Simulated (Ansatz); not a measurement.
# AlPH (quartet): RPA-PBE over vertical spin and charge gaps, cc-pVDZ

How well do these functionals follow the top wave-function level for AlPH (quartet) over vertical spin and charge gaps?

Method: cc-pVDZ, all electrons in the functionals, frozen cores in the correlation of double hybrids and RPA; program: Ansatz 0.2.0, Gaussian basis.

The runs, in order: RPA-PBE, at charge 0, quartet; charge 0, doublet; charge 0, sextet; charge 1, triplet; charge 1, quintet.

15 further runs of the same task are left out: 10 for a known fault of the program, 5 set aside as unsound or not needed.

## (1) The system

The geometry is a PBE0/def2-TZVP stationary point (not a proven minimum).

3 atoms, charge 0, spin multiplicity 4.

Atoms are counted from 1 here; the program's logs count them from 0.

Bond lengths: Al1–P2 2.386 Å, Al1–H3 1.614 Å. Angles: P2–Al1–H3 114.3°.

No dispersion term is added.

The geometry shown and the zero of energy belong to the point charge 0, quartet. The yardstick, UCCSDTQ, and other wave-function levels (R restricted, U unrestricted, valence and pair active spaces) come from earlier runs.

## (2) RPA-PBE, charge 0, quartet

Contents of in.yaml:

```yaml
crystal:
  periodic: [false, false, false]
  atoms:
    - {symbol: Al, position_ang: [0.000000, -0.107696, 1.237712]}
    - {symbol: P, position_ang: [0.000000, 0.051009, -1.143237]}
    - {symbol: H, position_ang: [0.000000, 1.315423, 1.999097]}
basis:
  gaussian: {orbitals: cc-pVDZ}
magnetization: {spin_polarized: true, initial_magnetization: 3}
hamiltonian: {xc: {name: PBE}}
correlation: {method: rpa, electrons: outside_noble_gas}
```

Launch:

```bash
$ ansatz run in.yaml --threads 1 --pin off --events-out ev --progress --plain --max-ram 4096MiB --backend cpu
```

What it wrote:

```text
Functional definition: PBE
  name "PBE"
  cite "Perdew, Burke & Ernzerhof, Phys. Rev. Lett. 77, 3865 (1996) doi:10.1103/PhysRevLett.77.3865"
  parent pbe
  parameter kappa = 0.804
  parameter beta = 0.06672455060314922
  exchange = pbe_x(kappa = kappa, mu = beta*pi^2/3)
  correlation = pbe_c(beta = beta)
416 factors; integrals over basis functions are off by at most 1.0e-3 eV
mean field evaluation 1: about -15890.0911 eV, gradient 8.6e0 eV
mean field evaluation 2: about -15890.0887 eV, gradient 8.6e0 eV
mean field evaluation 4: about -15890.8282 eV, gradient 1.3e0 eV
mean field evaluation 8: about -15890.8476 eV, gradient 4.2e-2 eV
mean field evaluation 16: about -15890.8476 eV, gradient 6.2e-6 eV
mean field evaluation 32: about -15890.1525 eV, gradient 1.8e0 eV
mean field evaluation 64: about -15889.4871 eV, gradient 1.5e0 eV
mean field -15890.84759226 eV, -583.9778778120 hartree, gradient 1.1e-6 eV, S^2 3.754288; 7 other end points of the search recorded, 0 dependent functions left out
10 core orbitals not correlated: weight in the atoms' cores, before any rotation towards them, 1.000 or more for the frozen orbitals, at most 0.000 for the correlated occupied ones
reference -15868.82644410 eV, -583.1686155436 hartree; 6, 3 occupied and 25, 28 virtual orbitals, 416 factors
Total energy: -15876.01210503 eV, -583.4326837122 hartree
```

Run time: 3 s. Hardware: 1 thread of AMD EPYC 7R13, shared host.

From the report: ⟨S²⟩ of the determinant 3.754 (pure quartet: 3.75).

## (3) RPA-PBE, charge 0, doublet

in.yaml, as its differences from that of step 2:

```diff
@@ -8,3 +8,3 @@
   gaussian: {orbitals: cc-pVDZ}
-magnetization: {spin_polarized: true, initial_magnetization: 3}
+magnetization: {spin_polarized: true, initial_magnetization: 1}
 hamiltonian: {xc: {name: PBE}}
```

Launched as before.

What it wrote, cut to the lines that bear on the results:

```text
Functional definition: PBE
  name "PBE"
  cite "Perdew, Burke & Ernzerhof, Phys. Rev. Lett. 77, 3865 (1996) doi:10.1103/PhysRevLett.77.3865"
  parent pbe
[...]
416 factors; integrals over basis functions are off by at most 1.0e-3 eV
[...]
mean field -15891.18693902 eV, -583.9903485757 hartree, gradient 2.0e-6 eV, S^2 1.247122; 11 other end points of the search recorded, 0 dependent functions left out
10 core orbitals not correlated: weight in the atoms' cores, before any rotation towards them, 1.000 or more for the frozen orbitals, at most 0.000 for the correlated occupied ones
reference -15868.38713519 eV, -583.1524712390 hartree; 5, 4 occupied and 26, 27 virtual orbitals, 416 factors
Total energy: -15876.25912405 eV, -583.4417614939 hartree
```

Run time: 8.5 s. Hardware: 1 thread of AMD EPYC 7R13, shared host.

From the report: ⟨S²⟩ of the determinant 1.247 (pure doublet: 0.75).

From charge 0, quartet: -5.7 kcal/mol.

## (4) RPA-PBE, charge 0, sextet

in.yaml, as its differences from that of step 3:

```diff
@@ -8,3 +8,3 @@
   gaussian: {orbitals: cc-pVDZ}
-magnetization: {spin_polarized: true, initial_magnetization: 1}
+magnetization: {spin_polarized: true, initial_magnetization: 5}
 hamiltonian: {xc: {name: PBE}}
```

The command is unchanged.

What it wrote, cut to the lines that bear on the results:

```text
Functional definition: PBE
  name "PBE"
  cite "Perdew, Burke & Ernzerhof, Phys. Rev. Lett. 77, 3865 (1996) doi:10.1103/PhysRevLett.77.3865"
  parent pbe
[...]
416 factors; integrals over basis functions are off by at most 1.0e-3 eV
[...]
mean field -15887.36508235 eV, -583.8498979335 hartree, gradient 5.9e-6 eV, S^2 8.752179; 0 other end points of the search recorded, 0 dependent functions left out
10 core orbitals not correlated: weight in the atoms' cores, before any rotation towards them, 1.000 or more for the frozen orbitals, at most 0.000 for the correlated occupied ones
reference -15865.77363424 eV, -583.0564268508 hartree; 7, 2 occupied and 24, 29 virtual orbitals, 416 factors
Total energy: -15872.54517196 eV, -583.3052762722 hartree
```

Wall time 1.1 s (1 thread of AMD EPYC 7R13, shared host).

From the report: ⟨S²⟩ of the determinant 8.752 (pure sextet: 8.75).

From charge 0, quartet: +79.9 kcal/mol.

## (5) RPA-PBE, charge 1, triplet

in.yaml, as its differences from that of step 4:

```diff
@@ -8,3 +8,4 @@
   gaussian: {orbitals: cc-pVDZ}
-magnetization: {spin_polarized: true, initial_magnetization: 5}
+total_charge: 1
+magnetization: {spin_polarized: true, initial_magnetization: 2}
 hamiltonian: {xc: {name: PBE}}
```

Same command.

What it wrote, cut to the lines that bear on the results:

```text
Functional definition: PBE
  name "PBE"
  cite "Perdew, Burke & Ernzerhof, Phys. Rev. Lett. 77, 3865 (1996) doi:10.1103/PhysRevLett.77.3865"
  parent pbe
[...]
416 factors; integrals over basis functions are off by at most 1.0e-3 eV
[...]
mean field -15883.46487922 eV, -583.7065681120 hartree, gradient 3.2e-6 eV, S^2 2.015336; 5 other end points of the search recorded, 0 dependent functions left out
10 core orbitals not correlated: weight in the atoms' cores, before any rotation towards them, 1.000 or more for the frozen orbitals, at most 0.000 for the correlated occupied ones
reference -15861.45024500 eV, -582.8975452265 hartree; 5, 3 occupied and 26, 28 virtual orbitals, 416 factors
Total energy: -15868.62110736 eV, -583.1610695577 hartree
```

Wall time 2.2 s (1 thread of AMD EPYC 7R13, shared host).

From the report: ⟨S²⟩ of the determinant 2.015 (pure triplet: 2.00).

From charge 0, quartet: +170.4 kcal/mol.

## (6) RPA-PBE, charge 1, quintet

in.yaml, as its differences from that of step 5:

```diff
@@ -9,3 +9,3 @@
 total_charge: 1
-magnetization: {spin_polarized: true, initial_magnetization: 2}
+magnetization: {spin_polarized: true, initial_magnetization: 4}
 hamiltonian: {xc: {name: PBE}}
```

The command is unchanged.

What it wrote, cut to the lines that bear on the results:

```text
Functional definition: PBE
  name "PBE"
  cite "Perdew, Burke & Ernzerhof, Phys. Rev. Lett. 77, 3865 (1996) doi:10.1103/PhysRevLett.77.3865"
  parent pbe
[...]
416 factors; integrals over basis functions are off by at most 1.0e-3 eV
[...]
mean field -15881.66217210 eV, -583.6403198475 hartree, gradient 2.1e-6 eV, S^2 6.004416; 0 other end points of the search recorded, 0 dependent functions left out
10 core orbitals not correlated: weight in the atoms' cores, before any rotation towards them, 1.000 or more for the frozen orbitals, at most 0.000 for the correlated occupied ones
reference -15860.55980483 eV, -582.8648221538 hartree; 6, 2 occupied and 25, 29 virtual orbitals, 416 factors
Total energy: -15866.90977118 eV, -583.0981791130 hartree
```

Run time: 0.94 s. Hardware: 1 thread of AMD EPYC 7R13, shared host.

From the report: ⟨S²⟩ of the determinant 6.004 (pure quintet: 6.00).

From charge 0, quartet: +209.9 kcal/mol.

## (7) Against the wave-function levels

The yardstick is UCCSDTQ, where the cluster series has nearly closed. It comes from earlier runs at the same points. Energies in kcal/mol, counted from charge 0, quartet; blanks weren't run or aren't comparable.

```tsv
level	quartet to doublet	quartet to sextet	ionisation to the triplet cation	ionisation to the quintet cation
UCCSDTQ	-5.5	76.3	166.7	204.2
RPA-PBE	-5.7	79.9	170.4	209.9
```

Largest miss and mean time a point (UCCSDTQ took 61 s a point; shared hosts):

```tsv
level	largest miss (kcal/mol)	where	time a point
RPA-PBE	+5.7	ionisation to the quintet cation	3.1 s
```

## (8) What came out

```
                                 quantity                                             value
              quartet to doublet, UCCSDTQ                                     -5.5 kcal/mol
               quartet to sextet, UCCSDTQ                                     76.3 kcal/mol
ionisation to the triplet cation, UCCSDTQ                                    166.7 kcal/mol
ionisation to the quintet cation, UCCSDTQ                                    204.2 kcal/mol
                    largest miss, RPA-PBE  +5.7 kcal/mol (ionisation to the quintet cation)
```

**Reading.** RPA-PBE strays by up to 5.7 kcal/mol, at ionisation to the quintet cation. RPA-PBE clearly breaks the spin symmetry at some points (⟨S²⟩ up to 0.50 above the pure value), so energy there is bought with a mixed spin. Functionals and the yardstick converge differently with the basis, so part of each miss in cc-pVDZ is the basis.
